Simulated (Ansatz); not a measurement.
How far each method lies from UCCSDT(Q) for HGe–CH3⁺, doublet

Geometry: that of the HGe–CH3, triplet, kept fixed.

```xyz
6

Ge    0.0000   -0.0339    0.3367
C     0.0000    0.0760   -1.6330
H     0.0000    1.2646    1.1794
H     0.0000   -0.9316   -2.0470
H     0.8946    0.6023   -1.9682
H    -0.8946    0.6023   -1.9682
```

Basis cc-pVDZ; Ansatz 0.2.0. Only valence electrons are correlated (noble-gas cores and the filled d shells of p-block atoms frozen), which leaves 11 electrons in 46 orbitals. R marks a restricted (for open shells ROHF) determinant, U an unrestricted one. Active spaces: frontier = (9e, 9o) about the gap. No spin–orbit coupling is included, and no scalar relativity.

Full CI isn't at hand for all of this; UCCSDT(Q) serves as the reference, and is uncertain by about the last step of the cluster series. The frozen core follows each run's orbitals, which can shift R against U totals by a few meV for light atoms and by up to 0.1 eV past Ca.

```
UHF ⟨S²⟩                          : 0.758
T1 diagnostic (RCCSD)             : 0.0173
largest doubles amplitude (RCCSD) : 0.050
T1 diagnostic (UCCSD)             : 0.0134
```

```csv
level,E − E(RHF) (eV)
UHF,-0.0638
UMP2,-5.5585
UCCSD,-6.4539
UCCSD(T),-6.6260
```

Task: Estimate how far UCCSDT(Q) in cc-pVDZ lies from UCCSD(T). The table doesn't fix it; the size of (T) and the diagnostics are the guide.

Result: UCCSDT(Q) in cc-pVDZ lies 3.2 kJ/mol below UCCSD(T), which is 19 % of the (T) step (-16.6 kJ/mol). The diagnostics are small and one determinant leads, so the series closes fast and only a small part of (T) is left.

The other levels:

| level | E − E(UCCSDT(Q)) (kJ/mol) | share of correlation (%) | wall time |
| --- | --- | --- | --- |
| UCCSDT | 0.9 | 99.86 | – |

The correlation energy at UCCSDT(Q), counted from RHF, is -6.659 eV. That run took 46 s on 1 thread of Arm Neoverse V1, shared host.

Run but not shown, since their state or frozen core can't be matched to the reference's or they repeat it: RHF, RMP2, CISD, RCCSD, RCCSD(T), BCCD(T), RCCSDT, RCCSDT(Q), CASSCF (frontier space), NEVPT2 (frontier space), MRCISD (frontier space), MRCISD+Q (frontier space).

Times hold each run's SCF and search for its determinant on a shared host, so for small cases they say little of a method's own cost; they ran on 1 thread of Arm Neoverse V1.
